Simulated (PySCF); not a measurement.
**Cl₂: singlet, from a linear start**

Aim: relax Cl₂ as a singlet from a linear start, check by its vibrations whether the end is a minimum, and collect its spectrum and constants.

Method: PBE, basis Cl def2-SVP, no relativity, density fitting; program: PySCF 2.14.0.

### Step 1. The starting structure

2 atoms, charge 0, spin multiplicity 1.

Bond lengths: Cl1–Cl2 2.079 Å.

Coordinates in bohr (charge 0 multiplicity 1):
```
Cl    0.0000    0.0000    0.0000
Cl    0.0000    0.0000    3.9287
```

### Step 2. First SCF at the start

One driver script runs all steps and calls PySCF; scf.py shows how it sets up the SCF of each step. The optimiser is the driver's own. After this first run the driver tries any further starts and a stability analysis.

scf.py

```python
from pyscf import gto, scf, dft
mol = gto.M(atom='''
Cl     0.000000     0.000000     0.000000
Cl     0.000000     0.000000     2.079000''',
    basis={'Cl': 'def2-SVP'},
    charge=0, spin=0)
mf = dft.RKS(mol, xc='PBE')
mf.grids.atom_grid = (50, 194)
aux = {'Cl': 'def2-universal-JKFIT'}
mf = mf.density_fit(auxbasis=aux)
mf.conv_tol = 1e-08
mf.diis_space = 10
mf.max_cycle = 60
mf.init_guess = 'minao'
mf.verbose = 4
mf.kernel()
```

Launch:

```console
OMP_NUM_THREADS=2 python axn.py task.json out
```

After this run come: Relaxation: linear start, singlet; Hessian and properties.

**Question.** What will these runs give? Wanted: minimum; geometry; wavenumbers; dipole moment; highest occupied, lowest empty level; polar-tensor charge of Cl1; zero-point energy; atomisation energy.

The runs gave:

```
                                 quantity            value
                                  minimum     singlet, D∞h
                                 geometry    Cl–Cl 2.054 Å
                       wavenumbers (cm⁻¹)        490 (σg+)
                            dipole moment           0.00 D
     highest occupied, lowest empty level  -7.09, -4.44 eV
               polar-tensor charge of Cl1          +0.00 e
                        zero-point energy       2.9 kJ/mol
                      entropy at 298.15 K  223.9 J/(mol K)
atomisation energy (no zero-point energy)       254 kJ/mol
```

In words: The molecule stays D∞h, as typed, and the end point is a minimum. Only this shape and spin were tried, so other structures or states may lie lower.
